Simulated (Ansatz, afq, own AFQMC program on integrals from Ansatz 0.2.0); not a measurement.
Al2H3, doublet in cc-pVDZ, levels against CCSDT(Q)

```csv
atom,x (Å),y (Å),z (Å)
Al,0.0000,0.0000,1.9145
Al,0.0000,0.0000,-1.9795
H,0.0000,1.4042,2.6535
H,0.0000,-1.4042,2.6535
H,0.0000,0.0000,-3.5689
```

Connectivity, by distances: AlH2 ··· AlH.

Basis cc-pVDZ. Noble-gas cores (and the filled d shells of Ga–Kr and In–Xe) are frozen. Integrals, coupled cluster, full CI and functionals: Ansatz 0.2.0; the random walks run on the same integrals in our own AFQMC program. The CISD trial takes its coefficients from CCSD amplitudes. Released means that phaseless walkers are propagated on without the constraint, phases kept. Error bars are statistical, one sigma.

Determinant: ROHF, the one that the program's search chose, which needn't be the lowest solution. The geometry is a point of a scan.

No full CI on the walks' own integrals is used here; CCSDT(Q) serves as the reference and is uncertain by about the last step of the cluster series.

Cautions: higher spins were not checked; a spin-contaminated unrestricted determinant lies lower (UHF 78 meV lower, ⟨S²⟩ 0.99).

The T1 diagnostic is 0.0179 and the weight of the determinant in the CISD state is 0.866. The size of the correlated space is 9 electrons in 41 orbitals.

Reference: CCSDT(Q), correlation energy -4.295 eV. The released energy is read at 2.40 1/Eh (meV from the phaseless value at times in 1/Eh: -5 ± 12 at 0.24, -3 ± 9 at 0.51, -10 ± 8 at 0.99, 6 ± 7 at 1.62, -9 ± 8 at 2.40).

```tsv
level	E − E(reference) (kcal/mol)	share of correlation (%)
HF	99.04	0.00
MP2	28.39	71.33
CCSD	2.20	97.78
CCSD(T)	0.63	99.37
CCSDT	0.05	99.95
ph-AFQMC/CISD	0.30 ± 0.25	99.69
released AFQMC	0.10 ± 0.19	99.90
```

A walk keeps the symmetry of its determinant, which the program's search chose and which needn't be the lowest solution, so a lower state of the same spin and another symmetry isn't excluded. Released energies are given only where the last usable release times agree within the noise; a slower fall can still hide under it.
